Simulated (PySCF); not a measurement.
# Static response to an electric field

BH5P2.
Cartesian coordinates in Å at the PBE0-D3(BJ)/def2-SVP level; atoms count from 1:
```
atom  x, y, z in Å
P1    -1.5809    0.2424    0.3375
B2     0.0953   -0.6061    0.3284
P3     1.6163    0.0697   -0.5432
H4    -1.6035    0.9257   -0.9089
H5    -2.4605   -0.8268    0.0176
H6     0.2019   -1.6528    0.9208
H7     2.6178   -0.0615    0.4563
H8     1.4266    1.4770   -0.4812
```

The species is `PBP` (BH5P2).

Level: CAM-B3LYP/def2-SVPD (PySCF), static field, nuclei fixed, core orbitals frozen in the response. The polarisability tensor in these axes (au):

```
x   94.78 -1.52 -8.01
y   -1.52 63.24 -3.31
z   -8.01 -3.31 60.88
```

Problem. Diagonalise the tensor; give its mean and Δα, where Δα² is half the sum of the squared differences of the eigenvalues.

Solution. Principal values 57.03, 65.27 and 96.59 au; mean 72.96 au = 10.81 Å³ = 12.03 × 10⁻⁴⁰ C²·m²/J; Δα = 36.15 au (50 % of the mean).

Problem. What is the dipole moment?

Solution. 0.14 D at this geometry.

Problem. Give the eigenvalues of the traceless quadrupole moment Θ = ½Σq(3rr − r²1), origin at the centre of nuclear charge.

Solution. -6.46, 1.97, 4.49 D·Å. The values depend on the origin, since the dipole doesn't vanish. The electronic extent ⟨r²⟩ about the same centre is 481 bohr², a root-mean-square distance of 1.84 Å for the 40 electrons.

Problem. Form Σ f/ω² (atomic units) for the 10 lowest TDDFT singlets, given as eV and f, and set it beside the mean polarisability, which is this sum over all singlets: 4.91, 0.0200; 4.93, 0.2144; 6.12, 0.0198; 6.45, 0.0003; 6.71, 0.0181; 6.81, 0.1216; 6.85, 0.0458; 6.97, 0.0061; 7.48, 0.0285; 7.65, 0.3644.

Solution. They add up to 15.57 au, 21.3 % of the 72.96 au; the largest single term is 6.52 au, from the state at 4.93 eV. Terms in order: 0.62, 6.52, 0.39, 0.00, 0.30, 1.94, 0.72, 0.09, 0.38, 4.61 au. Higher excitations give the rest. The strengths listed sum to 0.839.

Problem. Rayleigh depolarisation ratio (linearly polarised light, static tensor)?

Solution. ρ = 3Δα²/(45ᾱ² + 4Δα²) = 3919.8/(239574 + 5226.4) = 0.016.

One conformer (not necessarily the lowest) at the PBE0-D3(BJ)/def2-SVP geometry, without solvent, vibrations or thermal averaging.

These values come from a run that also computed excited states and ΔSCF ions. Time: 24 s. Hardware: Arm Neoverse V2, one thread (shared host).
